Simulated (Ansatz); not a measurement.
Geometry optimisation, Ansatz, RKS PBE/def2-SVP.

The input (input.yaml):

```yaml
crystal:
  periodic: [false, false, false]
  atoms:
    - { symbol: Al, position_ang: [0.062349, 0.327774, -0.025875] }
    - { symbol: Cl, position_ang: [-0.050737, 0.382348, 2.178586] }
    - { symbol: H, position_ang: [1.48718, 0.604999, -0.670202] }
    - { symbol: H, position_ang: [-1.33739, 0.24039, -0.777359] }
    - { symbol: O, position_ang: [0.16015, -2.541469, 0.689233] }
    - { symbol: H, position_ang: [-0.761497, -2.840454, 0.565379] }
    - { symbol: H, position_ang: [0.129546, -2.111989, 1.584538] }
basis:
  gaussian: { orbitals: def2-SVP }
hamiltonian:
  xc: pbe
relax:
  f_tol: 0.03
  max_steps: 50
```

Command:

```bash
$ ansatz run input.yaml --threads 1 --pin off --max-ram 2048MiB --backend cpu --events-out ev --progress --plain --runs-dir out
```

Question: Where does it end, and by what steps?

Answer: The run converged. After 7 steps the energy has fallen by 0.668 eV; O5 moved furthest, 0.52 Å. Joined: Al1–O5 (2.96 → 2.03 Å).

| step | energy less start (eV) | largest force component (eV/Å) | accepted |
| --- | --- | --- | --- |
| 0 | 0.0000 | 0.833 | yes |
| 1 | -0.1873 | 0.884 | yes |
| 2 | -0.4597 | 1.191 | yes |
| 3 | -0.6050 | 1.047 | yes |
| 4 | -0.6562 | 0.356 | yes |
| 5 | -0.6657 | 0.169 | yes |
| 6 | -0.6682 | 0.051 | yes |
| 7 | -0.6685 | 0.019 | yes |

```xyz
7
Properties=species:S:1:pos:R:3
Al 0.049 -0.059 0.109
Cl -0.040 0.395 2.248
H 1.435 0.282 -0.598
H -1.363 -0.027 -0.648
O 0.147 -2.035 0.570
H -0.647 -2.542 0.308
H 0.109 -1.953 1.555
```

Whether the end is a true minimum wasn't checked by a vibrational analysis.

Run time: 17 s on 1 thread of Arm Neoverse V1 (shared host), peak memory 0.11 GiB.
